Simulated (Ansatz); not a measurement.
Geometry optimisation, RKS PBE0/def2-SVP (Ansatz 0.2.0).

Input file:

```yaml
crystal:
  periodic: [false, false, false]
  atoms:
    - { symbol: O, position_ang: [0.2363, -1.7363, 0.9958] }
    - { symbol: C, position_ang: [-0.1288, -1.0599, -0.0102] }
    - { symbol: Al, position_ang: [0.0477, 0.9003, -0.0461] }
    - { symbol: H, position_ang: [-0.4426, -1.5605, -0.8837] }
    - { symbol: H, position_ang: [-0.3276, 1.7215, -1.3511] }
    - { symbol: H, position_ang: [0.6571, 1.671, 1.2492] }
basis:
  gaussian: { orbitals: def2-SVP }
hamiltonian:
  xc: pbe0
relax:
  f_tol: 0.02
  max_steps: 40
scf:
  lower_state_search: "off"
```

Launched with:

```bash
$ ansatz run input.yaml --threads 1 --pin off --max-ram 2048MiB --backend cpu --events-out ev --progress --plain --runs-dir out
```

Task: Where does it end, and by what steps?

Result: It converged. After 23 steps the energy has fallen by 0.585 eV; O1 moved furthest, 1.27 Å. Joined: O1–Al3.

```csv
step,energy less start (eV),largest force component (eV/Å),accepted
0,0.0000,4.405,yes
1,-0.0005,2.484,yes
2,-0.2121,0.404,yes
3,-0.2275,0.197,yes
4,-0.2374,0.376,yes
5,-0.2442,0.049,yes
6,-0.2453,0.038,yes
7,-0.2457,0.231,yes
8,-0.2465,0.089,yes
9,-0.2484,0.224,yes
10,-0.2509,0.329,yes
11,-0.2558,0.134,yes
12,-0.2751,0.668,yes
13,-0.2481,2.192,no
14,-0.2937,0.689,yes
15,-0.3206,0.538,yes
16,-0.3694,0.960,yes
17,-0.4495,1.413,yes
18,-0.5091,1.246,yes
19,-0.5625,0.771,yes
20,-0.5753,0.413,yes
21,-0.5842,0.096,yes
22,-0.5842,0.095,yes
23,-0.5848,0.008,yes
```

```xyz
6
Properties=species:S:1:pos:R:3
O -0.638 -0.884 0.650
C 0.137 -1.058 -0.314
Al 0.079 0.859 0.028
H 0.298 -2.106 -0.655
H -1.004 1.689 -0.772
H 1.171 1.436 1.016
```

Whether the end is a true minimum wasn't checked by a vibrational analysis.

Run time: 32 s on 1 CPU thread of a shared host.
